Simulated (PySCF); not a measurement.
**EPR parameters of C4H6N**

Species: C4H6N (doublet state).
SMILES with atom numbers: `[CH:1]#[C:2][C@H:3]([CH2:4])[NH2:5]` (hydrogens: H6 on C1; H7 on C3; H8, H9 on C4; H10, H11 on N5)

Cartesian coordinates in Å at the GFN2-xTB level; atoms count from 1:
```xyz
11
C4H6N angstrom
C      2.113   -0.610    0.262
C      0.983   -0.225    0.369
C     -0.406    0.267    0.371
C     -1.239   -0.903    0.026
N     -0.597    1.383   -0.543
H      3.105   -0.950    0.211
H     -0.634    0.624    1.387
H     -1.458   -1.641    0.771
H     -1.455   -1.119   -1.002
H      0.097    2.103   -0.374
H     -0.503    1.073   -1.505
```

The hyperfine couplings belong to this conformer and change with its torsions.

Level of theory: UKS B3LYP, pcH-1 on C H N, non-relativistic, mean-field spin-orbit, GIAO in PySCF. One conformer (not necessarily the lowest) at the GFN2-xTB geometry, without solvent, vibrations or thermal averaging. A GFN2-xTB geometry isn't a minimum of the functional, and hyperfine couplings can be far from their values at a DFT geometry. The SCF solution wasn't tested for stability.

| Quantity | Value |
| --- | --- |
| g1, g2, g3 | 2.00217, 2.00267, 2.00273 |
| g_iso | 2.00253 |
| Form of g | close to axial: the two nearest values differ by 10 % of g3 − g1 |
| ⟨S²⟩ | 0.7539 (exact 0.7500) |
| α and β electrons | 19, 18 |
| Total energy | -210.66019 Eh |

Isotropic coupling and dipolar principal values T1 to T3, in mT (MHz turned into mT with g_iso):

| atom | isotope | a_iso | T1 | T2 | T3 | Mulliken spin population |
| --- | --- | --- | --- | --- | --- | --- |
| C1 | 13C | 0.38 | -0.23 | -0.17 | 0.40 | 0.07 |
| C2 | 13C | 3.50 | -0.25 | -0.10 | 0.35 | 0.00 |
| C3 | 13C | -1.03 | -0.08 | 0.01 | 0.07 | -0.07 |
| C4 | 13C | 3.48 | -2.96 | -2.93 | 5.90 | 1.07 |
| N5 | 14N | 0.11 | -0.02 | -0.02 | 0.04 | 0.00 |
| H6 | 1H | -0.15 | -0.13 | -0.03 | 0.16 | 0.00 |
| H7 | 1H | 1.57 | -0.19 | -0.16 | 0.36 | 0.02 |
| H8 | 1H | -2.27 | -1.41 | -0.03 | 1.45 | -0.05 |
| H9 | 1H | -2.21 | -1.42 | -0.02 | 1.44 | -0.05 |
| H10 | 1H | 0.03 | -0.07 | -0.06 | 0.13 | 0.00 |
| H11 | 1H | -0.03 | -0.12 | -0.11 | 0.24 | 0.00 |

The Mulliken spin populations are largest on C4 (+1.07), C3 (-0.07) and C1 (+0.07). No atom but C4 exceeds +0.15. The positive populations add up to 1.16 and the negative ones to -0.16, together 2S = 1. The angles at C4 add up to 358.8°, so it is planar; its axial dipolar tensor and the negative couplings of its protons fit spin in a p orbital normal to that plane.

Axes: g3 points within 5° of the C4–H8 bond.

Under fast tumbling the dipolar parts average out, and these isotropic splittings remain: 2 × 1H (H8/H9, I = 1/2, 3 lines) with 2.24 mT, 1 × 1H (H7, I = 1/2, 2 lines) with 1.57 mT, 1 × 1H (H6, I = 1/2, 2 lines) with 0.15 mT and 1 × 14N (N5, I = 1, 3 lines) with 0.11 mT.

Means are taken over nuclei equivalent by connectivity, which assumes that they swap fast.

The 13C coupling of C2 (98.2 MHz) shows only in satellite lines or after enrichment, since that isotope makes up about 1.07 % of natural carbon.

β density exceeds α density at some nuclei, such as C3 (-0.0258) and H8/H9 (-0.0140), spin density in bohr⁻³. In a single determinant that takes different orbitals for the two spins, that is spin polarisation.

Hardware: one thread of an Arm Neoverse V2, on a shared host. Cost: 17 s wall (with the writing of density and orbital grids), 0.65 GiB resident at most.
